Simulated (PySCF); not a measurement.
**Working out the ionisation energy of B**

B [He] 2s2 2p1 (2P) → B⁺ [He] 2s2 (1S). Calculation: PySCF 2.14, in aug-cc-pVQZ with one added diffuse shell each of s, p, d, f, g type (7s6p5d4f3g, 105 functions); no relativity, point nucleus. Frozen: 1s2. Energies in hartree (1 hartree = 27.21139 eV):

```tsv
part	B (lower)	B⁺ (upper)
UHF	-24.532985	-24.237474
MP2 opposite-spin	-0.043836	-0.038095
MP2 same-spin	-0.003427	0.000000
```

Question: What does Hartree-Fock give?

Answer: (-24.237474) − (-24.532985) = 0.295511 hartree = 8.041 eV.

Question: What do MP2 and SCS-MP2 (6/5 opposite-spin, 1/3 same-spin) give?

Answer: The opposite-spin parts differ by 0.156 eV and the same-spin parts by 0.093 eV. MP2: 8.041 + (0.156) + (0.093) = 8.290 eV. SCS-MP2: 8.041 + 1.2 × (0.156) + (0.093)/3 = 8.259 eV.

Measured between the centres of the two terms (NIST): 8.297 eV, so MP2 (valence) is off by -0.007 eV.

What remains against the reference includes basis incompleteness, the frozen core and correlation beyond second order.
